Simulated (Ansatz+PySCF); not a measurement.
The numbers below are computed, except where a source is named.
Input for PySCF 2.14.0:

```python
from pyscf import gto, scf, cc

mol = gto.M(atom="""
C 0.000000 0.000000 -1.193280
C 0.000000 0.000000 1.193280
""", basis='6-31g', charge=0, spin=0)
mf = scf.RHF(mol)
mf.kernel()
mycc = cc.CCSD(mf, frozen=2).run()
et = mycc.ccsd_t()
print(mf.e_tot, mycc.e_corr, et, mycc.e_tot + et)
```

The script is written out from the run's settings.

Output:

| Item | Value |
| --- | --- |
| Converged | yes |
| Reference energy | -75.14956 hartree |
| CCSD correlation energy | -0.28351 hartree |
| Triples correction | -0.02426 hartree |
| Total energy | -75.45734 hartree |

The reference isn't the lowest determinant (another lies 1.29 eV lower), but the same method gives a higher total on the lower determinant. Caution: large amplitudes, a single reference is doubtful; an unrestricted determinant lies well below.
